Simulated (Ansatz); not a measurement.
Relaxed structures of Si2H5O (charge +1), singlet (PBE0-D4/def2-TZVP; forces vanish, vibrations not checked; lower isomers may exist, and structures with a doubtful reference or unclear bonds are left out; Å). Ansatz 0.2.0; basis: def2-TZVPP; cores frozen in the correlated methods.

Rank them by CCSD(T) energy, lowest first, and give each one's height above the lowest. Links in brackets join atoms within 1.22 times the sum of their covalent radii (1.1 for two metals). (To be estimated.)
A.
Si₂H₅O ([OH][SiH][SiH3]), total charge +1
```
8
angstrom
O -1.5786 0.0139 -0.9168
Si -0.0818 0.4128 -0.5807
Si 1.0353 -0.8802 1.0482
H -2.1597 0.4456 -1.5555
H 0.4297 1.5720 -1.3520
H 1.3923 0.1341 2.0653
H 2.1989 -1.3991 0.2950
H 0.0423 -1.8876 1.4685
```
B.
Si₂H₅O ([OH][SiH2][SiH2]), total charge +1
```
8
angstrom
O -1.6234 0.1541 -0.6230
Si -0.1519 0.7705 -0.3724
Si 0.9007 -1.0488 0.7458
H -2.3406 0.6181 -1.0629
H 0.7064 0.9770 -1.5635
H -0.0408 1.8783 0.6066
H 2.3060 -1.0101 1.2128
H 0.2436 -2.3389 1.0567
```
C.
Si₂H₅O ([OH2][SiH][SiH2]), total charge +1
```
8
angstrom
O -0.1027 1.4848 -0.5091
Si -1.0217 -0.0383 0.0794
Si 0.5436 -1.5429 0.5400
H -1.8707 -0.2327 -1.1194
H -0.0092 1.7160 -1.4453
H -0.0478 2.2757 0.0458
H 1.7948 -1.0736 1.1818
H 0.0359 -2.8215 1.0898
```

The calculation gives: A (0.0 kJ/mol), B (66.9 kJ/mol), C (159.7 kJ/mol). Heights count from the lowest.

The T1 diagnostic stays at or below 0.020. The restricted Hartree–Fock reference is unstable towards an unrestricted one at one or more of these structures. A large double-excitation amplitude points to some diradical character; no triplet was computed.

For scale, one of the runs: CCSD(T)/def2-TZVPP, 185 basis functions, launched by `ansatz run in.yaml --threads 2 --pin off --events-out ev --progress --plain --max-ram 4352MiB`. Time: 19 s of wall clock on 2 CPU threads of an Intel Xeon; the host was shared. Peak host memory: 1.9 GiB.
